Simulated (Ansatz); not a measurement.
methanol (SMILES CO) moved off its minimum; all values from Ansatz (a program for electronic structure), cores frozen in correlated methods.
(charge 0, multiplicity 1)
```xyz
6

C     -0.6724     0.2309     0.2244
O      0.6533    -0.2173    -0.3347
H     -0.7626     0.1560     1.1132
H     -1.4413    -0.4546    -0.3278
H     -0.8401     1.1488    -0.1528
H      1.4029     0.2787     0.1425
```

Question: Give the forces (eV/Å), the total energy and the dipole at CCSD(T)/aug-cc-pVTZ.

Answer: 
```
atom      Fx      Fy       Fz
----  ------  ------  -------
C1     1.626  -3.552  -12.702
O2     0.352   1.200    1.880
H3    -0.779  -1.065   11.551
H4     1.379   0.995    1.140
H5    -0.657   3.427   -0.919
H6    -1.922  -1.006   -0.951
```
Energy -115.5121 hartree, dipole 1.92 D.
